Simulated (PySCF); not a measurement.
Species: hexacarbon chain, C6 (triplet state).
Bonds: C1–C2 (double), C2–C3 (double), C3–C4 (double), C4–C5 (double), C5–C6 (double).
Bond orders are those of one Lewis drawing.

Method: PBE0-D3(BJ)/def2-SVP geometry optimisation, gas phase in PySCF 2.14.0; unrestricted, density fitting, grid level 1; the optimiser is geomeTRIC in internal coordinates, started from a GFN2-xTB structure with every atom displaced at random (about 0.01 Å).

Step 1: E = -6198.5901 eV
```
atom  x, y, z in Å  |  force x, y, z in eV/Å
C1     -3.1545   -0.3511    0.5429    0.161   0.045   0.073
C2     -1.8634   -0.1768    0.4248   -0.253  -0.051   0.162
C3     -0.5975   -0.0386    0.2039   -0.316  -0.024  -0.802
C4      0.5922    0.0763   -0.2599    0.701   0.014   0.804
C5      1.8750    0.1762   -0.4356   -0.390   0.013  -0.137
C6      3.1731    0.2849   -0.4935    0.097   0.004  -0.100
```

Step 2: E = -6198.6432 eV
```
atom  x, y, z in Å  |  force x, y, z in eV/Å
C1     -3.1631   -0.3411    0.5532    0.031   0.021   0.065
C2     -1.8749   -0.1806    0.4080    0.056  -0.017   0.062
C3     -0.6075   -0.0492    0.1809   -0.101   0.005  -0.614
C4      0.6078    0.0698   -0.2194    0.161  -0.024   0.645
C5      1.8833    0.1781   -0.4175   -0.174   0.015  -0.079
C6      3.1793    0.2938   -0.5225    0.026   0.000  -0.079
```

Step 3: E = -6198.6948 eV
```
atom  x, y, z in Å  |  force x, y, z in eV/Å
C1     -3.1638   -0.3161    0.5761   -0.076  -0.004   0.031
C2     -1.8830   -0.1888    0.3624    0.003  -0.018  -0.028
C3     -0.6191   -0.0704    0.1223   -0.192  -0.004   0.038
C4      0.6301    0.0527   -0.1212    0.045   0.013  -0.024
C5      1.8894    0.1819   -0.3687    0.278   0.018  -0.007
C6      3.1713    0.3117   -0.5883   -0.059  -0.004  -0.010
```

Question: Estimate the geometry and energy of step 4. (The exact step hangs on the optimiser's Hessian estimate; all steps are aligned on step 3, rigid shifts and turns removed.)

Answer: E = -6198.6960 eV, largest force 0.066 eV/Å
```
atom  x, y, z in Å  |  force x, y, z in eV/Å
C1     -3.1674   -0.3173    0.5806   -0.014   0.001   0.016
C2     -1.8867   -0.1899    0.3597    0.021  -0.010  -0.032
C3     -0.6223   -0.0691    0.1187    0.045   0.012   0.010
C4      0.6320    0.0540   -0.1197   -0.064   0.004  -0.016
C5      1.8944    0.1826   -0.3660    0.029  -0.007   0.035
C6      3.1749    0.3106   -0.5905   -0.017   0.001  -0.011
```

The energy changes by -0.0012 eV. The first-order estimate −F·Δx gives -0.0022 eV and the mean of the old and new forces, exact on a quadratic surface, -0.0011 eV. The step makes an angle of 58° with the force vector and moves no atom by more than 0.006 Å.

What follows is the cost of the whole optimisation. Hardware: one thread of an AMD EPYC 7B13, no GPU, shared host. Cost: 24 s of wall time, 0.36 GiB resident at most.
